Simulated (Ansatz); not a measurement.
Relaxation of H6SSi (8 atoms, charge 0, multiplicity 1), to a largest force component of 0.03 eV/Å in at most 50 steps.

Method: RKS B3LYP/def2-SVP (Ansatz).

```xyz
8
Properties=species:S:1:pos:R:3
Si -0.542 -0.129 -0.385
H 0.187 0.621 2.073
H 0.510 -0.954 0.269
H -0.115 1.295 -0.438
H -0.743 -0.640 -1.772
S -2.429 -0.161 0.670
H -2.753 -1.418 0.290
H -0.491 0.513 2.283
```

**Question.** Where does it end, and by what steps?

**Answer.** It converged. After 20 steps the energy has fallen by 0.213 eV; H2 moved furthest, 1.66 Å.

| step | energy less start (eV) | largest force component (eV/Å) | accepted |
| --- | --- | --- | --- |
| 0 | 0.0000 | 1.689 | yes |
| 1 | -0.1215 | 0.138 | yes |
| 2 | -0.1651 | 0.082 | yes |
| 3 | -0.1861 | 0.114 | yes |
| 4 | -0.1946 | 0.178 | yes |
| 5 | -0.1951 | 0.264 | yes |
| 6 | -0.2006 | 0.056 | yes |
| 7 | -0.2025 | 0.186 | yes |
| 8 | -0.2037 | 0.117 | yes |
| 9 | -0.2045 | 0.213 | yes |
| 10 | -0.2063 | 0.119 | yes |
| 11 | -0.2079 | 0.047 | yes |
| 12 | -0.2087 | 0.101 | yes |
| 13 | -0.2095 | 0.092 | yes |
| 14 | -0.2104 | 0.041 | yes |
| 15 | -0.2112 | 0.060 | yes |
| 16 | -0.2116 | 0.077 | yes |
| 17 | -0.2119 | 0.088 | yes |
| 18 | -0.2123 | 0.087 | yes |
| 19 | -0.2126 | 0.036 | yes |
| 20 | -0.2128 | 0.026 | yes |

```xyz
8
Properties=species:S:1:pos:R:3
Si -0.606 -0.196 -0.998
H -0.045 0.561 3.711
H 0.584 -0.827 -0.358
H -0.256 1.163 -1.491
H -1.041 -1.050 -2.141
S -2.201 0.125 0.431
H -2.339 -1.182 0.757
H -0.470 0.533 3.080
```

Whether the end is a true minimum wasn't checked by a vibrational analysis.

Time of the run: 39 s on 1 thread of Arm Neoverse V1 (shared host), peak memory 0.12 GiB.
